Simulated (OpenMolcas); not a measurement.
# C3H5F (SMILES C=CCF) at 6 levels

We compute a comparison of 6 runs (HF/STO-3G, B3LYP/6-31G*, r2SCAN/def2-SVP, revPBE/def2-SVP, MP2/def2-SVP, CCSD(T)/def2-SVP) of C3H5F. 

The results are computed with OpenMolcas 26.06.

### Step 1. The system as given

The species is C3H5F (9 atoms), meant as a singlet with charge 0. SMILES: `C=CCF`. The shape is that of a PBE0-D4/def2-TZVP optimisation. This is one conformer, not always the lowest.

Bond lengths: C1–C2 1.324 Å, C2–C3 1.486 Å, C3–F4 1.387 Å, C1–H5 1.084 Å, C1–H6 1.086 Å, C2–H7 1.087 Å, C3–H8 1.096 Å, C3–H9 1.094 Å. Some angles: C1–C2–C3 123.6°, C2–C3–F4 110.3°, C1–C2–H7 120.6°, C3–C2–H7 115.9°, C2–C1–H5 121.7°, C2–C1–H6 121.3°, C2–C3–H8 111.1°, C2–C3–H9 111.2°, F4–C3–H8 106.9°, F4–C3–H9 108.2°.

### Step 2. Energy and gradient at HF/STO-3G (run 1)

Contents of input.xyz:

```xyz
9

C     -0.578000     1.122500    -0.608000
C      0.352500     0.215400    -0.353400
C      0.200500    -0.852800     0.668500
F      0.430500    -2.098200     0.102300
H     -0.422500     1.909200    -1.336700
H     -1.531700     1.114000    -0.089100
H      1.299800     0.230700    -0.886500
H      0.929800    -0.730800     1.477200
H     -0.806800    -0.852300     1.094700
```

Contents of test.input:

```
* C3H5F Hartree-Fock
&GATEWAY
BasLib=$CurrDir
Coord=input.xyz
Basis=STO-3G
Group=NoSym
&SEWARD
&SCF
Thresholds=1e-10 1e-07 1e-07 1e-05
PrOrbitals=1 2
&ALASKA
```

The basis set STO-3G is read from a file made from the Basis Set Exchange's data (not shown).

Launch:

```bash
$ export MOLCAS_MEM=1860
$ pymolcas test.input > test.log
```

Log:

```text
--- Start Module: gateway ---
[...]
--- Stop Module: gateway /rc=_RC_ALL_IS_WELL_ ---
[...]
      Basis functions           25
[...]
--- Start Module: scf ---
[...]
       Convergence after  11 Iterations
[...]
::    Total SCF energy                               -213.1033305983
[...]
      Total spin, S                                     0.0000000000
[...]
      Total electronic charge=   32.000000
      Total            charge=   -0.000000
[...]
      Dipole Moment (debye):
      Origin of the operator (angstrom)=    0.1223   -0.5390   -0.0218
                   X= -1.6691E-01               Y=  1.1205E+00               Z=  4.2355E-01           Total=  1.2095E+00
      Quadrupole Moment (debye*angstrom):
[...]
--- Stop Module: scf /rc=_RC_ALL_IS_WELL_ ---
--- Start Module: alaska ---
[...]
 *              Molecular gradients               *
 **************************************************
  Irreducible representation: a
 ------------------------------------------------------------------------------------------
                              X                       Y                       Z
 ------------------------------------------------------------------------------------------
  C1               -1.68864177171626E-02    1.65709651750214E-02   -3.94216031672334E-03
  C2                1.37912114404992E-02   -4.65890323892156E-02    2.51333803520255E-02
  C3                2.33534259012735E-04    3.24846419200626E-02   -1.51193970882630E-02
  F4               -7.99877875723443E-04    8.51292727829289E-03    3.79993155132263E-03
  H5                2.04254131286646E-03    1.45466153098672E-03   -7.55901080566446E-04
  H6               -2.84692873511494E-03   -1.94656793301351E-03    1.93377196358768E-03
  H7                2.39152520697239E-03   -3.34947268933461E-05   -1.63896963587851E-03
  H8               -2.43251695234203E-04   -5.73422930469203E-03   -5.47829747623840E-03
[...]
--- Stop Module: alaska /rc=_RC_ALL_IS_WELL_ ---
[...]
```

It took 1.9 s on 1 thread of Arm Neoverse V1, shared host; peak memory 0.37 GiB.

### Step 3. Energy and gradient at B3LYP/6-31G(d) (Cartesian functions) (run 2)

Contents of test.inp:

```
&GATEWAY
BasLib=$CurrDir
Coord
9
angstrom
C       -0.578000       1.122500      -0.608000
C        0.352500       0.215400      -0.353400
C        0.200500      -0.852800       0.668500
F        0.430500      -2.098200       0.102300
H       -0.422500       1.909200      -1.336700
H       -1.531700       1.114000      -0.089100
H        1.299800       0.230700      -0.886500
H        0.929800      -0.730800       1.477200
H       -0.806800      -0.852300       1.094700
Basis=6-31Gs
Group=NoSym
&SEWARD
GridInput
Grid=UltraFine
End of Grid
&SCF
KSDFT=B3LYP
Thresholds=1e-10 1e-07 1e-07 1e-05
PrOrbitals=0
&ALASKA
```

The basis set 6-31G* is read from a file made from the Basis Set Exchange's data (not shown).

Launch:

```bash
$ export MOLCAS_MEM=1860
$ pymolcas test.inp > test.log
```

Log:

```text
--- Start Module: gateway ---
[...]
--- Stop Module: gateway /rc=_RC_ALL_IS_WELL_ ---
[...]
      Basis functions           70
[...]
--- Start Module: scf ---
[...]
       Convergence after  13 Iterations
[...]
::    Total KS-DFT energy                            -217.1300491117
[...]
      Total spin, S                                     0.0000000000
[...]
      Total electronic charge=   32.000000
      Total            charge=   -0.000000
[...]
      Dipole Moment (debye):
      Origin of the operator (angstrom)=    0.1223   -0.5390   -0.0218
                   X= -2.0699E-01               Y=  1.6145E+00               Z=  5.3658E-01           Total=  1.7139E+00
      Quadrupole Moment (debye*angstrom):
[...]
--- Stop Module: scf /rc=_RC_ALL_IS_WELL_ ---
[...]
--- Start Module: alaska ---
[...]
 *              Molecular gradients               *
 **************************************************
  Irreducible representation: a
 ------------------------------------------------------------------------------------------
                              X                       Y                       Z
 ------------------------------------------------------------------------------------------
  C1                4.81885187968967E-03   -5.51763377307779E-03    1.74994688789232E-03
  C2               -5.15245947206999E-03    1.86502339755687E-03    1.29574672822796E-03
  C3                2.59881823665098E-04    1.34863017862497E-03   -3.76192184100432E-03
  F4               -1.67291601634423E-03    6.78152272528898E-03    3.51204145769923E-03
  H5                5.72165032262484E-04   -1.76454777525814E-03    1.26976886436969E-03
  H6                1.80803403757057E-03   -8.04715289210944E-04   -3.97754110202264E-04
  H7               -1.65020863960397E-03    3.23073576020738E-04    6.38154168689065E-04
  H8               -6.90816073988021E-04   -1.07767239775286E-03   -2.47609797199955E-03
[...]
--- Stop Module: alaska /rc=_RC_ALL_IS_WELL_ ---
[...]
```

Run time: 28 s. Hardware: 1 thread of Arm Neoverse V1, shared host; peak memory 0.41 GiB.

### Step 4. Energy and gradient at r2SCAN/def2-SVP (run 3)

Contents of test.inp:

```
&GATEWAY
BasLib=$CurrDir
BasisSet
C.def2-SVP....
C1 -0.578000 1.122500 -0.608000 angstrom
C2 0.352500 0.215400 -0.353400 angstrom
C3 0.200500 -0.852800 0.668500 angstrom
End of Basis
BasisSet
F.def2-SVP....
F4 0.430500 -2.098200 0.102300 angstrom
End of Basis
BasisSet
H.def2-SVP....
H5 -0.422500 1.909200 -1.336700 angstrom
H6 -1.531700 1.114000 -0.089100 angstrom
H7 1.299800 0.230700 -0.886500 angstrom
H8 0.929800 -0.730800 1.477200 angstrom
H9 -0.806800 -0.852300 1.094700 angstrom
End of Basis
&SEWARD
GridInput
Grid=UltraFine
End of Grid
&SCF
KSDFT=2
1.0 MGGA_X_R2SCAN
1.0 MGGA_C_R2SCAN
Thresholds=1e-10 1e-07 1e-07 1e-05
PrOrbitals=1
&ALASKA
```

The basis set def2-SVP is read from a file made from the Basis Set Exchange's data (not shown).

Launch:

```bash
$ export MOLCAS_MEM=1860
$ pymolcas test.inp > test.log
```

Log:

```text
--- Start Module: gateway ---
[...]
--- Stop Module: gateway /rc=_RC_ALL_IS_WELL_ ---
[...]
      Basis functions           81
[...]
--- Start Module: scf ---
[...]
       Convergence after  14 Iterations
[...]
::    Total KS-DFT energy                            -216.8473580947
[...]
      Total spin, S                                     0.0000000000
[...]
      Total electronic charge=   32.000000
      Total            charge=   -0.000000
[...]
      Dipole Moment (debye):
      Origin of the operator (angstrom)=    0.1223   -0.5390   -0.0218
                   X= -2.3665E-01               Y=  1.6379E+00               Z=  6.1752E-01           Total=  1.7663E+00
      Quadrupole Moment (debye*angstrom):
[...]
--- Stop Module: scf /rc=_RC_ALL_IS_WELL_ ---
[...]
--- Start Module: alaska ---
[...]
 *              Molecular gradients               *
 **************************************************
  Irreducible representation: a
 ------------------------------------------------------------------------------------------
                              X                       Y                       Z
 ------------------------------------------------------------------------------------------
  C1                5.02345485702271E-03   -5.76139463219683E-03    2.00707954289392E-03
  C2               -3.59555054796790E-03    7.18438477911615E-03   -4.86266980277206E-03
  C3               -1.43450020467584E-03    5.10369725392290E-03    5.28067936068588E-03
  F4               -9.23405664544852E-04    1.68045113701965E-03    1.34602909363757E-03
  H5               -8.65337854241643E-04   -5.36879771539223E-03    5.05188606681495E-03
  H6                6.37576230770831E-03   -1.14738216952293E-04   -3.50858577770863E-03
  H7               -6.58898326679713E-03    3.80481576503278E-04    3.49668791585556E-03
  H8               -4.13340460465150E-03   -1.90658857063830E-03   -5.43995783928031E-03
[...]
--- Stop Module: alaska /rc=_RC_ALL_IS_WELL_ ---
[...]
```

It took 45 s on 1 thread of Arm Neoverse V1, shared host; peak memory 0.45 GiB.

Runs 4 to 5 aren't shown in full; the table further down has their settings and results.

### Step 5. The energy at CCSD(T)/def2-SVP (run 6)

Contents of calc.input:

```
* C3H5F CCSD(T)

&GATEWAY
 BasLib=$CurrDir
 Coord
 9
 bohr
 C     -1.09226170     2.12121757    -1.14895348
 C      0.66612846     0.40704701    -0.66782921
 C      0.37889009    -1.61155844     1.26328191
 F      0.81352710    -3.96502335     0.19331898
 H     -0.79840929     3.60786512    -2.52599691
 H     -2.89449351     2.10515490    -0.16837460
 H      2.45626602     0.43595982    -1.67524221
 H      1.75706735    -1.38101185     2.79150343
 H     -1.52463104    -1.61061358     2.06868319
 Basis=def2-SVP
 Group=NoSym

&SEWARD

&SCF
 Thresholds=1e-10 1e-07 1e-07 1e-05
 PrOrbitals=1

&RASSCF
 FileOrb=$Project.ScfOrb
 Spin=1
 Nactel=0 0 0
 Inactive=16
 Ras2=0
 OutOrbitals=Canonical
 OrbListing=NoCore

&MOTRA
 JobIph
 Frozen=4

&CCSDT
 CCT
 Triples=2
 Iterations=80
 Accuracy=1e-08
 Extrapolation=5 4
```

The basis set def2-SVP is read from a file made from the Basis Set Exchange's data (not shown).

Launch:

```bash
$ export MOLCAS_MEM=1860
$ pymolcas calc.input > calc.log
```

Log:

```text
--- Start Module: gateway ---
[...]
--- Stop Module: gateway /rc=_RC_ALL_IS_WELL_ ---
[...]
      Basis functions           81
[...]
       Convergence after  13 Iterations
[...]
::    Total SCF energy                               -215.7551760625
[...]
      Total spin, S                                     0.0000000000
[...]
      Number of active orbitals                  0
[...]
      Spin quantum number                      0.0
[...]
      Active orbitals                            0
[...]
      Number of CSFs                             1
[...]
      Number of root(s) required                 1
[...]
      Convergence after  4 iterations
[...]
      Natural orbitals and occupation numbers for root  1
      ************************************************************************************************************************
      *                                                    Final results                                                     *
      ************************************************************************************************************************
[...]
::    RASSCF root number  1 Total energy:   -215.75517606
[...]
      Total electronic charge=   32.000000
      Total            charge=   -0.000000
[...]
      Dipole Moment (debye):
      Origin of the operator (angstrom)=    0.1223   -0.5390   -0.0218
                   X= -3.3717E-01               Y=  2.0115E+00               Z=  7.4985E-01           Total=  2.1731E+00
      Quadrupole Moment (debye*angstrom):
[...]
--- Start Module: motra ---
[...]
      *** WARNING: Default frozen orbitals is overwritten by user input.
      *** Default values:   4
[...]
--- Stop Module: motra /rc=_RC_ALL_IS_WELL_ ---
--- Start Module: ccsdt ---
[...]
      Convergence after                    16  Iterations
      Total energy (diff) :    -216.38356381      -0.00000000
[...]
 METHOD                       : CCSD+T(CCSD)+<T3(1)WT1> = CCSD(T)
[...]
       CCSD     =      -216.3835638109690
[...]
--- Stop Module: ccsdt /rc=_RC_ALL_IS_WELL_ ---
[...]
```

Wall time 50 s (1 thread of Arm Neoverse V1, shared host); peak memory 0.45 GiB.

### Step 6. Overview of the runs

```csv
run,level,Cartesian functions,integration grid,energy (Eh),dipole moment (D) of the reference,HOMO energy (eV),LUMO energy (eV),wall time
1,HF/STO-3G,no,–,-213.103331,1.21,-8.88,8.21,1.9 s
2,B3LYP/6-31G* (Cartesian functions),yes,UltraFine,-217.130049,1.71,-7.46,0.10,28 s
3,r2SCAN/def2-SVP,no,UltraFine,-216.847358,1.77,-7.02,-0.89,45 s
4,revPBE/def2-SVP,no,UltraFine,-216.900311,1.61,-6.68,-0.99,31 s
5,MP2/def2-SVP,no,–,-216.343444,2.17,-10.55,4.10,5.4 s
6,CCSD(T)/def2-SVP,no,–,-216.400929,2.17,-10.55,4.10,50 s
```

### Step 7. What came out

| quantity | value |
| --- | --- |
| run 6: total energy | -216.40093 Eh |
| run 6: dipole moment (mean-field density) | 2.17 D |
| run 6: HOMO energy (Hartree–Fock orbitals) | -10.55 eV |
| run 6: LUMO energy (Hartree–Fock orbitals) | 4.10 eV |
| run 6: HOMO–LUMO gap (Hartree–Fock orbitals) | 14.66 eV |
| run 6: correlation energy (4 core orbitals frozen) | -645.8 mEh |
| run 6: (T) correction | -17.37 mEh |

In words: Over runs 1, 2, 3, 4 the dipole moment (its size) runs from 1.21 D (HF/STO-3G) to 1.77 D (r2SCAN/def2-SVP). The two ends differ in method and basis. Over runs 1, 2, 3, 4 the HOMO–LUMO gap runs from 5.69 eV (revPBE/def2-SVP) to 17.10 eV (HF/STO-3G). Totals of different functionals can't be ranked against each other. In run 1 the basis is minimal, so the values are rough. All runs together took 2.7 min, the longest 50 s.
